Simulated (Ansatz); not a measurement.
System: SnSe (Pnma, No. 62). Method: PBE0 in Ansatz (plane waves, PAW).

Numerical settings: plane-wave cutoff 500 eV, 2×6×6 k mesh (along the axes of the cell as run), gaussian smearing 0.02 eV, scalar-relativistic PAW data made under PBE.

Cell (relaxed with r²SCAN):

SnSe has the orthorhombic space group Pnma (No. 62), Pearson symbol oP8. Lattice parameters: a = 11.6696 Å, b = 4.1224 Å, c = 4.7032 Å, α = 90.00°, β = 90.00°, γ = 90.00°. Sn on 4c is surrounded by 3 Se at 2.763–2.768 Å (trigonal pyramidal). Se on 4c is coordinated by 3 Sn at 2.763–2.768 Å (trigonal pyramidal). (Neighbours: up to the widest gap in distance over summed covalent radii, below 1.35, at either atom; cation-cation and far metal-metal contacts left out.)

### Question
Predict the band gap.

### Answer

band gap: 1.76 eV (on the SCF k mesh)

Measured, for comparison: band gap 0.91 eV (temperature not stated, not corrected to a static lattice, compiled measured gap; kind and temperature not stated; as tabulated in Kothakonda et al. (2022), arXiv:2208.02841).

Note: cell and atoms aren't relaxed at this level (largest force component 0.06 eV/Å, pressure -0.4 GPa).

Spin–orbit coupling is not included.

The result took about 40 core-minutes (a rough figure).

Ansatz is a program for electronic structure.
